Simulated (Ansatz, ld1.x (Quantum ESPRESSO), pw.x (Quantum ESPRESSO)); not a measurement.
# What a changed setting does to a pw.x run (bcc Al)

Potential: norm-conserving Troullier–Martins (Kleinman–Bylander form), ld1.x (Quantum ESPRESSO) 7.5, PBEsol; core [Ne], reference 3s2 3p1; waves: 3s (bound): rc 2.20 bohr; 3p (bound): rc 2.20 bohr; 3d channel at 0.5 Ry: rc 2.30 bohr; local part: all-electron potential smoothed inside 1.84 bohr (lloc = -1); core correction: none.

The reference run (k-mesh 14³, cutoffs 35/140 Ry, Fermi–Dirac 0.01 Ry, mixing_beta 0.4, conv_thr 1e-9, no spin) gives -0.08 GPa at 16.575 Å³/atom, where all-electron LAPW gives 0.16 GPa. This run, with its own iteration cap, changes ecutrho/ecutwfc to 16.

```
&control
  calculation='scf', prefix='x', pseudo_dir='./', outdir='./tmp', tstress=.true., disk_io='none'
/
&system
  ibrav=0, nat=1, ntyp=1, ecutwfc=35, ecutrho=560, nbnd=8,
  occupations='smearing', smearing='fd', degauss=0.01
/
&electrons
  conv_thr=1e-09, mixing_beta=0.4, electron_maxstep=60
/
ATOMIC_SPECIES
Al 1.0 Al.UPF
CELL_PARAMETERS angstrom
  -1.60619344 1.60619344 1.60619344
  1.60619344 -1.60619344 1.60619344
  1.60619344 1.60619344 -1.60619344
ATOMIC_POSITIONS crystal
Al 0.0000 0.0000 0.0000
K_POINTS automatic
14 14 14 0 0 0
```

```bash
pw.x < Al.scf.in > Al.scf.out
```

Problem. How does the run end?

Solution. It converges in 6 iterations; the free energy moves by +0.0 meV/atom and the pressure by +0.00 GPa. The result is that of the reference run.

```
Message from routine setup:
     no reason to have ecutrho>4*ecutwfc
     Message from routine setup:
     using ibrav=0 with symmetry is DISCOURAGED, use correct ibrav instead
     lattice parameter (alat)  =       5.2572  a.u.
     unit-cell volume          =     111.8536 (a.u.)^3
     number of electrons       =         3.00
     number of Kohn-Sham states=            8
     kinetic-energy cutoff     =      35.0000  Ry
     charge density cutoff     =     560.0000  Ry
     scf convergence threshold =      1.0E-09
     Exchange-correlation= PBESOL
     number of k points=   104  Fermi-Dirac smearing, width (Ry)=  0.0100
     iteration #  1     ecut=    35.00 Ry     beta= 0.40
     total energy              =      -4.16033794 Ry
     estimated scf accuracy    <       0.00532335 Ry
     iteration #  2     ecut=    35.00 Ry     beta= 0.40
     total energy              =      -4.16012453 Ry
     estimated scf accuracy    <       0.00174190 Ry
     iteration #  3     ecut=    35.00 Ry     beta= 0.40
     total energy              =      -4.16017529 Ry
     estimated scf accuracy    <       0.00000224 Ry
     iteration #  4     ecut=    35.00 Ry     beta= 0.40
     total energy              =      -4.16017700 Ry
     estimated scf accuracy    <       0.00000090 Ry
     iteration #  5     ecut=    35.00 Ry     beta= 0.40
     total energy              =      -4.16017710 Ry
     estimated scf accuracy    <       0.00000001 Ry
     iteration #  6     ecut=    35.00 Ry     beta= 0.40
     the Fermi energy is     7.8210 ev
!    total energy              =      -4.16017711 Ry
     estimated scf accuracy    <          3.0E-10 Ry
     smearing contrib. (-TS)   =      -0.00173463 Ry
     The total energy is F=E-TS. E is the sum of the following terms:
     one-electron contribution =       2.83042565 Ry
     hartree contribution      =       0.00481973 Ry
     xc contribution           =      -1.59826219 Ry
     ewald contribution        =      -5.39542568 Ry
     convergence has been achieved in   6 iterations
          total   stress  (Ry/bohr**3)                   (kbar)     P=       -0.76
     Message from routine punch:
     Nothing written, as per user request (disk_io='none')
```

The run took about 2.5 s on one core of a shared host (Neoverse-V1, 64 threads, 495 GiB, load 20).
